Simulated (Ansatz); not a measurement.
# AlNH2 (singlet): PBE, r2SCAN, PBE0, B3LYP, wB97M-V, B2PLYP, RPA-PBE over vertical spin and charge gaps, cc-pVDZ

Aim: run AlNH2 (singlet) with these functionals over vertical spin and charge gaps, and hold them against the top wave-function level at the same points.

Method: cc-pVDZ, all electrons in the functionals, frozen cores in the correlation of double hybrids and RPA; program: Ansatz 0.2.0, Gaussian basis.

To be run: PBE, r2SCAN, PBE0, B3LYP, wB97M-V, B2PLYP, RPA-PBE, at charge 0, singlet; charge 0, triplet; charge 1, doublet.

11 further runs of the same task are left out: 8 for a known fault of the program, 3 set aside as unsound or not needed.

### 1 The system

The geometry is a PBE0/def2-TZVP stationary point (not a proven minimum).

4 atoms, charge 0, spin multiplicity 1.

Atoms are counted from 1 here; the program's logs count them from 0.

Bond lengths: Al1–N2 1.796 Å, N2–H3 1.012 Å, N2–H4 1.012 Å. Angles: Al1–N2–H3 125.6°, Al1–N2–H4 125.6°, H3–N2–H4 108.7°.

Coordinates:

```mol
AlH2N
  3D, bonds by distance, orders not assigned

  4  3  0  0  0  0  0  0  0  0999 V2000
    0.0000    0.0000    0.6968 Al  0  0
    0.0000    0.0000   -1.0992 N   0  0
    0.0000    0.8223   -1.6887 H   0  0
    0.0000   -0.8223   -1.6887 H   0  0
  1  2  8  0
  2  3  8  0
  2  4  8  0
M  END
```

No dispersion term is added; wB97M-V holds VV10 nonlocal correlation. B3LYP takes the VWN-RPA correlation.

The geometry shown and the zero of energy belong to the point charge 0, singlet. The yardstick, RCCSDTQ, and other wave-function levels (R restricted, U unrestricted, valence and pair active spaces) come from earlier runs.

### 2 PBE, charge 0, singlet

Contents of in.yaml:

```yaml
crystal:
  periodic: [false, false, false]
  atoms:
    - {symbol: Al, position_ang: [0.000000, 0.000000, 0.696811]}
    - {symbol: N, position_ang: [0.000000, 0.000000, -1.099242]}
    - {symbol: H, position_ang: [0.000000, 0.822256, -1.688737]}
    - {symbol: H, position_ang: [0.000000, -0.822256, -1.688737]}
basis:
  gaussian: {orbitals: cc-pVDZ}
hamiltonian: {xc: {name: PBE}}
output: {orbitals: {seedname: orbitals}}
```

Command:

```
ansatz run in.yaml --threads 1 --pin off --events-out ev --progress --plain --max-ram 2816MiB --backend cpu
```

Further steps of the session: PBE, charge 0, triplet; PBE, charge 1, doublet; r2SCAN, charge 0, singlet; r2SCAN, charge 0, triplet; r2SCAN, charge 1, doublet; PBE0, charge 0, singlet; PBE0, charge 0, triplet; PBE0, charge 1, doublet; B3LYP, charge 0, singlet; B3LYP, charge 0, triplet; B3LYP, charge 1, doublet; wB97M-V, charge 0, singlet; wB97M-V, charge 0, triplet; wB97M-V, charge 1, doublet; B2PLYP, charge 0, singlet; B2PLYP, charge 0, triplet; B2PLYP, charge 1, doublet; RPA-PBE, charge 0, singlet; RPA-PBE, charge 0, triplet; RPA-PBE, charge 1, doublet.

Before running them: what should the planned runs give, taken together? Wanted: singlet to triplet, RCCSDTQ; ionisation to the doublet cation, RCCSDTQ; largest miss, PBE; largest miss, r2SCAN; largest miss, PBE0; largest miss, B3LYP; largest miss, wB97M-V; largest miss, B2PLYP; largest miss, RPA-PBE.

The runs gave:

| quantity | value |
| --- | --- |
| singlet to triplet, RCCSDTQ | 238.7 kJ/mol |
| ionisation to the doublet cation, RCCSDTQ | 798.2 kJ/mol |
| largest miss, PBE | -7.3 kJ/mol (singlet to triplet) |
| largest miss, r2SCAN | -28.0 kJ/mol (singlet to triplet) |
| largest miss, PBE0 | -11.6 kJ/mol (singlet to triplet) |
| largest miss, B3LYP | +16.8 kJ/mol (ionisation to the doublet cation) |
| largest miss, wB97M-V | +38.7 kJ/mol (singlet to triplet) |
| largest miss, B2PLYP | +5.6 kJ/mol (singlet to triplet) |
| largest miss, RPA-PBE | +18.0 kJ/mol (ionisation to the doublet cation) |
| largest miss, RCCSD(T) | +0.1 kJ/mol (ionisation to the doublet cation) |
| largest miss, UCCSD(T) | +0.1 kJ/mol (ionisation to the doublet cation) |

**Reading.** Of the functionals, B2PLYP keep the smallest largest miss at the points compared (at most 5.6 kJ/mol) and wB97M-V strays most (38.7 kJ/mol, at singlet to triplet). Functionals and the yardstick converge differently with the basis, so part of each miss in cc-pVDZ is the basis.
